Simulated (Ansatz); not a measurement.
Turn this script for the Python package of Ansatz (0.2.0) into the input file that the command-line program reads.

`run_opt.py`:
```python
# -*- coding: utf-8 -*-
"""Minimum-energy structure of BH6PSi."""

import argparse

import ansatz as az
import numpy as np
import pandas as pd

parser = argparse.ArgumentParser(description="Minimum-energy structure of BH6PSi.")
parser.add_argument("--basis", default="6-31G*", help="basis")
parser.add_argument("--functional", required=True, help="exchange-correlation functional")
args = parser.parse_args()

GEOMETRY = """
B    -0.96480    0.52910   -1.25500
Si    0.41210    0.47170    0.03910
P    -0.15850   -0.98300    1.59110
H    -1.25820   -0.38180   -1.86930
H    -1.56640    1.59160   -1.47530
H     0.61700    1.81290    0.64870
H     1.68250    0.04610   -0.61890
H     0.10250   -2.11390    0.72650
H     1.22220   -1.01900    2.19600
"""

geometry = az.Crystal.molecule()
for line in GEOMETRY.strip().splitlines():
    symbol, *xyz = line.split()
    geometry = geometry.atom(symbol, [float(v) for v in xyz])

model = (
    geometry.calculation()
    .basis(gaussian=args.basis)
    .functional(args.functional)
)
symbols = [site.symbol for site in geometry.cartesian_sites]
start = np.array([site.position_ang for site in geometry.cartesian_sites], dtype=float)
def progress(event):
    if event["event"] == "relax_step":
        row = event["data"]
        print(f"step {row['step']:3d}  E = {row['lagrangian_ev']:.6f} eV  max force {row['allowed_force_max_ev_ang']:.4f} eV/A")


rep = model.relax(force_tolerance=0.01, max_steps=100).session().plan().execute(on_event=progress).report
end = np.array(rep["positions_ang"])

print(f"E = {rep['free_energy_ev']:.6f} eV = {rep['free_energy_ev'] / 27.211386246:.7f} Ha")
print("converged:", rep["converged"], " doubts:", rep["published_state_doubts"] or "none")

print("bond        before    after (A)")
for i, j in [(0, 1), (0, 3), (0, 4), (1, 2), (1, 5), (1, 6), (2, 7), (2, 8)]:
    d0, d1 = (np.linalg.norm(xyz[i] - xyz[j]) for xyz in (start, end))
    print(f"{symbols[i]}{i}-{symbols[j]}{j}".ljust(10), f"{d0:8.4f} {d1:8.4f}")

charges = rep["charge_distribution"]
table = pd.DataFrame({"atom": symbols, "mulliken": charges["mulliken_charges_e"], "lowdin": charges["lowdin_charges_e"]})
print(table.round(3).to_string())
print("dipole (e A):", np.round(charges["dipole_moment_e_ang"], 4) + 0.0)
with open("bh6psi_opt.xyz", "w") as handle:
    handle.write(f"{len(symbols)}\nrelaxed BH6PSi\n")
    handle.writelines(f"{s:2s} {x:11.6f} {y:11.6f} {z:11.6f}\n" for s, (x, y, z) in zip(symbols, end))
```

```console
$ python run_opt.py --functional cam_b3lyp
step   1  E = -17937.450535 eV  max force 2.2321 eV/A
step   2  E = -17937.738070 eV  max force 0.9627 eV/A
step   3  E = -17937.759017 eV  max force 0.5692 eV/A
step   4  E = -17937.776891 eV  max force 0.4202 eV/A
step   5  E = -17937.786284 eV  max force 0.0692 eV/A
step   6  E = -17937.785776 eV  max force 0.1053 eV/A
step   7  E = -17937.787246 eV  max force 0.0119 eV/A
step   8  E = -17937.787305 eV  max force 0.0101 eV/A
step   9  E = -17937.787451 eV  max force 0.0177 eV/A
step  10  E = -17937.787491 eV  max force 0.0978 eV/A
step  11  E = -17937.787623 eV  max force 0.1061 eV/A
step  12  E = -17937.786929 eV  max force 0.2076 eV/A
step  13  E = -17937.788524 eV  max force 0.0424 eV/A
step  14  E = -17937.788796 eV  max force 0.0671 eV/A
step  15  E = -17937.789068 eV  max force 0.0616 eV/A
step  16  E = -17937.789353 eV  max force 0.0630 eV/A
step  17  E = -17937.789650 eV  max force 0.0429 eV/A
step  18  E = -17937.789909 eV  max force 0.0207 eV/A
step  19  E = -17937.788948 eV  max force 0.1355 eV/A
step  20  E = -17937.748153 eV  max force 0.4949 eV/A
step  21  E = -17937.790096 eV  max force 0.0018 eV/A
step  22  E = -17937.790229 eV  max force 0.0208 eV/A
step  23  E = -17937.790249 eV  max force 0.0172 eV/A
step  24  E = -17937.790305 eV  max force 0.0093 eV/A
step  25  E = -17937.790319 eV  max force 0.0068 eV/A
step  26  E = -17937.790328 eV  max force 0.0033 eV/A
E = -17937.790452 eV = -659.2016404 Ha
converged: True  doubts: none
bond        before    after (A)
B0-Si1       1.8905   2.0105
B0-H3        1.1372   1.1943
B0-H4        1.2407   1.1939
Si1-P2       2.2024   2.2814
Si1-H5       1.4874   1.4868
Si1-H6       1.4927   1.4875
P2-H7        1.4473   1.4198
P2-H8        1.5078   1.4192
  atom  mulliken  lowdin
0    B    -0.031  -0.132
1   Si     0.207   0.126
2    P    -0.152   0.002
3    H     0.009   0.042
4    H     0.013   0.044
5    H    -0.047  -0.053
6    H    -0.051  -0.060
7    H     0.022   0.013
8    H     0.029   0.016
dipole (e A): [ 0.1112 -0.0217 -0.1745]
```

`input.yaml`:
```yaml
crystal:
  periodic: [false, false, false]
  atoms:
    - { symbol: B, position_ang: [-0.9648, 0.5291, -1.255] }
    - { symbol: Si, position_ang: [0.4121, 0.4717, 0.0391] }
    - { symbol: P, position_ang: [-0.1585, -0.983, 1.5911] }
    - { symbol: H, position_ang: [-1.2582, -0.3818, -1.8693] }
    - { symbol: H, position_ang: [-1.5664, 1.5916, -1.4753] }
    - { symbol: H, position_ang: [0.617, 1.8129, 0.6487] }
    - { symbol: H, position_ang: [1.6825, 0.0461, -0.6189] }
    - { symbol: H, position_ang: [0.1025, -2.1139, 0.7265] }
    - { symbol: H, position_ang: [1.2222, -1.019, 2.196] }
basis:
  gaussian:
    orbitals: "6-31G*"
hamiltonian:
  xc: cam_b3lyp
relax:
  f_tol: 0.01
  max_steps: 100
```

These settings explore the input space; basis and method may be short of convergence. The end point is the stationary point reached from this start; no frequency run checks that it is a minimum, and the basis set is modest. The Löwdin charges here are taken after orthogonalising the functions within each atom; they differ from plain Löwdin charges, and their signs can be unphysical. Finished in 70 s on 1 thread of Arm Neoverse V2, on a shared host, peak memory 0.26 GiB.

(A comment or docstring line of the script was reworded after the run, the code is as it ran; lines on the test bed's own set-up are left out of the output.)
